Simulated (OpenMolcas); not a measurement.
**C2H3F3 (1,1,1-trifluoroethane): levels of theory compared**

Wanted: a comparison of 6 runs (HF/cc-pVDZ, BLYP/cc-pVDZ, PBE/cc-pVDZ, PBE0/cc-pVDZ, SVWN5/cc-pVDZ, TPSS/cc-pVDZ) of C2H3F3 (1,1,1-trifluoroethane). 

The calculation is run with OpenMolcas 26.06.

### 1 The molecule

C2H3F3 has 8 atoms, charge 0, and is taken as a singlet. SMILES: `CC(F)(F)F`. The shape is that of a PBE0-D4/def2-TZVP optimisation.

Bond lengths: C1–C2 1.497 Å, C2–F3 1.341 Å, C2–F4 1.341 Å, C2–F5 1.341 Å, C1–H6 1.089 Å, C1–H7 1.089 Å, C1–H8 1.089 Å. Some angles: C1–C2–F3 111.8°, C1–C2–F4 111.8°, C1–C2–F5 111.8°, F3–C2–F4 107.1°, F3–C2–F5 107.1°, F4–C2–F5 107.1°, C2–C1–H6 109.3°, C2–C1–H7 109.3°, C2–C1–H8 109.3°, H6–C1–H7 109.7°.

### 2 Energy and forces at HF/cc-pVDZ (run 1)

The input, test.inp:

```
* C2H3F3 Hartree-Fock

&gateway
  baslib
  $CurrDir
  coord
  8
  angstrom
  C       -0.615400      -0.141500       0.471500
  C        0.557600       0.109900      -0.423700
  F        1.692800      -0.382000       0.093900
  F        0.395200      -0.458200      -1.627700
  F        0.754200       1.420300      -0.629900
  H       -0.441600       0.335800       1.434900
  H       -0.738000      -1.214600       0.611200
  H       -1.512600       0.273100       0.014000
  basis
  cc-pVDZ
  group
  NoSym

&seward

&scf
  thresholds
  1e-10 1e-07 1e-07 1e-05
  prorbitals
  0

&alaska
```

The basis set cc-pVDZ is read from a file made from the Basis Set Exchange's data (not shown).

On the command line:

```console
export MOLCAS_MEM=1860
pymolcas test.inp > test.log
```

The log of the run:

```text
--- Start Module: gateway ---
[...]
--- Stop Module: gateway /rc=_RC_ALL_IS_WELL_ ---
[...]
      Basis functions           85
[...]
--- Start Module: scf ---
[...]
       Convergence after  12 Iterations
[...]
::    Total SCF energy                               -375.8402208832
[...]
      Total spin, S                                     0.0000000000
[...]
      Total electronic charge=   42.000000
      Total            charge=   -0.000000
[...]
      Dipole Moment (debye):
      Origin of the operator (angstrom)=    0.6021    0.1194   -0.4577
                   X= -1.9760E+00               Y= -4.2277E-01               Z=  1.5084E+00           Total=  2.5216E+00
      Quadrupole Moment (debye*angstrom):
[...]
--- Stop Module: scf /rc=_RC_ALL_IS_WELL_ ---
[...]
--- Start Module: alaska ---
[...]
 *              Molecular gradients               *
 **************************************************
  Irreducible representation: a
 ------------------------------------------------------------------------------------------
                              X                       Y                       Z
 ------------------------------------------------------------------------------------------
  C1               -5.75338192073005E-04   -1.56192330603933E-04    4.43387283834973E-04
  C2               -1.06583672074700E-02   -2.20885420131567E-03    8.18150579258692E-03
  F3                1.42363888140302E-02   -6.84271361445710E-03    7.75808415659185E-03
  F4               -3.23134745334874E-03   -7.88334747233321E-03   -1.54414820430624E-02
  F5                1.59842667182808E-03    1.73568984542456E-02   -1.97648992470301E-03
  H6               -1.41218845604672E-04    2.78019862264500E-04    8.58798814537209E-04
  H7               -3.47192078082648E-04   -7.74339343279529E-04    2.89162032370394E-04
  H8               -8.81351709455913E-04    2.30528645478456E-04   -1.12966112141510E-04
[...]
--- Stop Module: alaska /rc=_RC_ALL_IS_WELL_ ---
[...]
```

Run time: 7.2 s. Hardware: 1 thread of Arm Neoverse V1, shared host; peak memory 0.47 GiB.

### 3 Energy and gradient at BLYP/cc-pVDZ (run 2)

The input, job.input:

```
* C2H3F3 Kohn-Sham DFT
>>> EXPORT MOLCAS_PRINT=2

&gateway
 baslib=$CurrDir
 coord
 8
 angstrom
 C       -0.615400      -0.141500       0.471500
 C        0.557600       0.109900      -0.423700
 F        1.692800      -0.382000       0.093900
 F        0.395200      -0.458200      -1.627700
 F        0.754200       1.420300      -0.629900
 H       -0.441600       0.335800       1.434900
 H       -0.738000      -1.214600       0.611200
 H       -1.512600       0.273100       0.014000
 basis=cc-pVDZ
 group=NoSym

&seward
 gridinput
 Grid=UltraFine
 End of Grid

&scf
 ksdft=BLYP
 thresholds=1e-10 1e-07 1e-07 1e-05
 prorbitals=1 1

&alaska
```

The basis set cc-pVDZ is read from a file made from the Basis Set Exchange's data (not shown).

On the command line:

```console
export MOLCAS_MEM=1860
pymolcas job.input > job.log
```

The log of the run:

```text
--- Start Module: gateway ---
[...]
--- Stop Module: gateway /rc=_RC_ALL_IS_WELL_ ---
[...]
      Basis functions           85
[...]
--- Start Module: scf ---
[...]
       Convergence after  13 Iterations
[...]
::    Total KS-DFT energy                            -377.5055841821
[...]
      Total spin, S                                     0.0000000000
[...]
      Total electronic charge=   42.000000
      Total            charge=   -0.000000
[...]
      Dipole Moment (debye):
      Origin of the operator (angstrom)=    0.6021    0.1194   -0.4577
                   X= -1.5090E+00               Y= -3.2277E-01               Z=  1.1520E+00           Total=  1.9257E+00
      Quadrupole Moment (debye*angstrom):
[...]
--- Stop Module: scf /rc=_RC_ALL_IS_WELL_ ---
[...]
--- Start Module: alaska ---
[...]
 *              Molecular gradients               *
 **************************************************
  Irreducible representation: a
 ------------------------------------------------------------------------------------------
                              X                       Y                       Z
 ------------------------------------------------------------------------------------------
  C1                8.06040968525323E-04    1.43771409849336E-04   -6.12387937612091E-04
  C2                9.88639063798447E-03    2.18388729226737E-03   -7.50424468557798E-03
  F3               -2.33945495444097E-02    1.08926372826499E-02   -1.20902587494651E-02
  F4                4.67507713568605E-03    1.25263815859711E-02    2.51255857503878E-02
  F5               -3.09394523944428E-03   -2.81545813396562E-02    3.57663407799302E-03
  H6               -7.40208903904097E-04   -4.44931658581305E-03   -1.01366256394524E-02
  H7                2.15066493154326E-03    1.06989134400504E-02   -2.09731635525601E-03
  H8                9.71053001403543E-03   -3.84169308546922E-03    3.73861353900717E-03
[...]
--- Stop Module: alaska /rc=_RC_ALL_IS_WELL_ ---
[...]
```

It took 32 s on 1 thread of Arm Neoverse V1, shared host; peak memory 0.47 GiB.

Runs 3 to 5 aren't shown in full; the table further down has their settings and results.

### 4 Energy and gradient at TPSS/cc-pVDZ (run 6)

The input, mol.inp:

```
* C2H3F3 Kohn-Sham DFT

&GATEWAY
 BASLIB=$CurrDir
 COORD
 8
 angstrom
 C       -0.615400      -0.141500       0.471500
 C        0.557600       0.109900      -0.423700
 F        1.692800      -0.382000       0.093900
 F        0.395200      -0.458200      -1.627700
 F        0.754200       1.420300      -0.629900
 H       -0.441600       0.335800       1.434900
 H       -0.738000      -1.214600       0.611200
 H       -1.512600       0.273100       0.014000
 BASIS=cc-pVDZ
 GROUP=NoSym

&SEWARD
 GRIDINPUT
 Grid=UltraFine
 End of Grid

&SCF
 KSDFT=2
 1.0 MGGA_X_TPSS
 1.0 MGGA_C_TPSS
 THRESHOLDS=1e-10 1e-07 1e-07 1e-05
 PRORBITALS=1 1

&ALASKA
```

The basis set cc-pVDZ is read from a file made from the Basis Set Exchange's data (not shown).

On the command line:

```console
export MOLCAS_MEM=1860
pymolcas mol.inp > mol.log
```

The log of the run:

```text
--- Start Module: gateway ---
[...]
--- Stop Module: gateway /rc=_RC_ALL_IS_WELL_ ---
[...]
      Basis functions           85
[...]
--- Start Module: scf ---
[...]
       Convergence after  15 Iterations
[...]
::    Total KS-DFT energy                            -377.6149161118
[...]
      Total spin, S                                     0.0000000000
[...]
      Total electronic charge=   42.000000
      Total            charge=   -0.000000
[...]
      Dipole Moment (debye):
      Origin of the operator (angstrom)=    0.6021    0.1194   -0.4577
                   X= -1.5709E+00               Y= -3.3603E-01               Z=  1.1992E+00           Total=  2.0047E+00
      Quadrupole Moment (debye*angstrom):
[...]
--- Stop Module: scf /rc=_RC_ALL_IS_WELL_ ---
[...]
--- Start Module: alaska ---
[...]
 *              Molecular gradients               *
 **************************************************
  Irreducible representation: a
 ------------------------------------------------------------------------------------------
                              X                       Y                       Z
 ------------------------------------------------------------------------------------------
  C1                5.29351460285099E-04    8.20086813138055E-05   -3.99706507578479E-04
  C2                9.52010957711868E-03    2.10881307386734E-03   -7.21877808349225E-03
  F3               -1.80387240094007E-02    8.14380442434626E-03   -8.85266726853473E-03
  F4                3.16289247845480E-03    9.38135666502404E-03    1.92479853057996E-02
  F5               -2.70828841960391E-03   -2.13581364923279E-02    2.98232274380483E-03
  H6               -7.65417794901795E-04   -3.32267296010880E-03   -7.30073322905955E-03
  H7                1.36419551592759E-03    7.84261064129232E-03   -1.38078967512123E-03
  H8                6.93588119196509E-03   -2.87778403341754E-03    2.92236671425372E-03
[...]
--- Stop Module: alaska /rc=_RC_ALL_IS_WELL_ ---
[...]
```

Wall time 51 s (1 thread of Arm Neoverse V1, shared host); peak memory 0.47 GiB.

### 5 The series

```csv
run,level,integration grid,energy (Eh),dipole moment (D),HOMO energy (eV),LUMO energy (eV),wall time
1,HF/cc-pVDZ,–,-375.840221,2.52,-15.29,5.07,7.2 s
2,BLYP/cc-pVDZ,UltraFine,-377.505584,1.93,-8.56,1.31,32 s
3,PBE/cc-pVDZ,UltraFine,-377.193670,1.94,-8.67,1.37,32 s
4,PBE0/cc-pVDZ,UltraFine,-377.209588,2.15,-10.61,2.22,32 s
5,SVWN5/cc-pVDZ,UltraFine,-374.961638,2.02,-8.86,1.25,23 s
6,TPSS/cc-pVDZ,UltraFine,-377.614916,2.00,-8.81,1.65,51 s
```

### 6 Summary of results

| quantity | value |
| --- | --- |
| run 6: total energy | -377.61492 Eh |
| run 6: dipole moment | 2.00 D |
| run 6: HOMO energy | -8.81 eV |
| run 6: LUMO energy | 1.65 eV |
| run 6: HOMO–LUMO gap | 10.46 eV |
| run 6: largest force on an atom | 1.118 eV/Å |

**Reading.** The dipole moment (its size) runs from 1.93 D (BLYP/cc-pVDZ) to 2.52 D (HF/cc-pVDZ). The HOMO–LUMO gap runs from 9.87 eV (BLYP/cc-pVDZ) to 20.36 eV (HF/cc-pVDZ). Exact exchange widens orbital gaps. Totals of different functionals can't be ranked against each other. All runs together took 3 min, the longest 51 s.
